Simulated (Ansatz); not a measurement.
One change: `[SiH3]B[SiH3]` becomes `CB[SiH3]`.

Ansatz, PBE0-D4/def2-TZVP geometries, multiplicity 1. 

| property | `[SiH3]B[SiH3]` |
| --- | --- |
| HOMO energy (B3LYP/def2-TZVPP) / eV | -7.82 |
| HOMO energy (PBE/def2-TZVPP) / eV | -6.86 |
| HOMO–LUMO gap (PBE/def2-TZVPP) / eV | 3.03 |
| LUMO energy (B3LYP/def2-TZVPP) / eV | -3.04 |
| HOMO energy (ωB97M-V/def2-TZVPP) / eV | -10.11 |
| HOMO–LUMO gap (PBE0/def2-TZVPP) / eV | 5.13 |

Give the same properties after the change, and the shifts. (An estimate is asked.)

The calculation gave: 
| property | `CB[SiH3]` | shift |
| --- | --- | --- |
| HOMO energy (B3LYP/def2-TZVPP) / eV | -7.74 | 0.08 |
| HOMO energy (PBE/def2-TZVPP) / eV | -6.70 | 0.16 |
| HOMO–LUMO gap (PBE/def2-TZVPP) / eV | 3.89 | 0.86 |
| LUMO energy (B3LYP/def2-TZVPP) / eV | -2.02 | 1.02 |
| HOMO energy (ωB97M-V/def2-TZVPP) / eV | -10.08 | 0.03 |
| HOMO–LUMO gap (PBE0/def2-TZVPP) / eV | 6.09 | 0.96 |

With PBE0 the HOMO rises by 0.09 eV and the LUMO rises by 1.06 eV, so the gap widens by about 0.97 eV. PBE moves the HOMO by 0.16 eV and ωB97M-V by 0.03 eV.

B3LYP here is the variant with VWN-RPA as its local correlation; programs differ in this.
